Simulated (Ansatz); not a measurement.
# SiH5 (doublet): the correlation ladder at distance Si1–H5 along a hydrogen transfer = 1.485 Å, cc-pVTZ

How much of the correlation energy of SiH5 (doublet) does each wave-function method recover here?

Method: cc-pVTZ, core rule «outside noble gas», up to 5 orbitals frozen; program: Ansatz 0.2.0, Gaussian basis.

To be run: UHF; CCSD(T) on ROHF; CCSD(T) on UHF; BCCD(T) on ROHF; CISD; CCSDT(Q) on ROHF; CCSDT(Q) on UHF; CASSCF and NEVPT2, 3 electrons in 3 orbitals; CASSCF and NEVPT2, 9 electrons in 9 orbitals.

## (1) What is computed

The geometry derives from fragments relaxed apart (PBE0/def2-TZVP) and kept rigid, so it is no stationary point. A hydrogen atom is moved between rigid fragments.

6 atoms, charge 0, spin multiplicity 2.

Atoms are counted from 1 here; the program's logs count them from 0.

Bond lengths: Si1–H2 1.485 Å, Si1–H3 1.485 Å, Si1–H4 1.485 Å, Si1–H5 1.485 Å. Angles: H2–Si1–H3 109.5°, H2–Si1–H4 109.5°, H2–Si1–H5 109.5°, H3–Si1–H4 109.5°, H3–Si1–H5 109.5°, H4–Si1–H5 109.5°.

## (2) UHF

in.yaml

```yaml
crystal:
  periodic: [false, false, false]
  atoms:
    - {symbol: Si, position_ang: [-0.085716, 0.000000, 0.000000]}
    - {symbol: H, position_ang: [-0.580588, 1.399708, 0.000000]}
    - {symbol: H, position_ang: [-0.580588, -0.699854, 1.212183]}
    - {symbol: H, position_ang: [-0.580588, -0.699854, -1.212183]}
    - {symbol: H, position_ang: [1.398899, 0.000000, 0.000000]}
    - {symbol: H, position_ang: [2.731284, 0.000000, 0.000000]}
basis:
  gaussian: {orbitals: cc-pVTZ}
magnetization: {spin_polarized: true, initial_magnetization: 1}
hamiltonian: {xc: hf}
output: {orbitals: {seedname: orbitals}}
```

Launch:

```sh
> ansatz run in.yaml --threads 1 --pin off --events-out ev --progress --plain --max-ram 2816MiB --backend cpu
```

Further steps of the session: CCSD(T) on ROHF; CCSD(T) on UHF; BCCD(T) on ROHF; CISD; CCSDT(Q) on ROHF; CCSDT(Q) on UHF; CASSCF and NEVPT2, 3 electrons in 3 orbitals; CASSCF and NEVPT2, 9 electrons in 9 orbitals.

Before running them: what should the planned runs give, taken together? Wanted: UCCSDT(Q) below the RHF energy; RMP2 from UCCSDT(Q); UMP2 from UCCSDT(Q); RCCSD from UCCSDT(Q); RCCSD(T) from UCCSDT(Q); UCCSD(T) from UCCSDT(Q); RCCSDT(Q) from UCCSDT(Q); NEVPT2 pair from UCCSDT(Q); NEVPT2 valence from UCCSDT(Q).

**Answer**, as computed:

```
                         quantity                                                   value
   UCCSDT(Q) below the RHF energy                                              -5.1299 eV
              RMP2 from UCCSDT(Q)                                         +23.45 kcal/mol
              UMP2 from UCCSDT(Q)                                         +23.23 kcal/mol
             RCCSD from UCCSDT(Q)                                          +3.33 kcal/mol
          RCCSD(T) from UCCSDT(Q)                                          +0.60 kcal/mol
          UCCSD(T) from UCCSDT(Q)                                          +0.60 kcal/mol
         RCCSDT(Q) from UCCSDT(Q)                                          +0.01 kcal/mol
       NEVPT2 pair from UCCSDT(Q)                                         +24.33 kcal/mol
    NEVPT2 valence from UCCSDT(Q)                                         +25.68 kcal/mol
levels within 1 kcal/mol (43 meV)  RCCSD(T), UCCSD(T), BCCD(T), RCCSDT, UCCSDT, RCCSDT(Q)
                    T1 diagnostic                                                   0.021
   effectively unpaired electrons                                                    1.01
```

In words: RCCSD(T) misses by +0.60 kcal/mol, 0.5 % of the correlation energy. One determinant dominates. Of the multireference levels listed NEVPT2 pair comes nearest in total energy (+24.33 kcal/mol), which doesn't show that its space is the better one. These misses are within one basis, not against nature; the frozen cores of restricted and unrestricted runs differ, which can shift their rows.
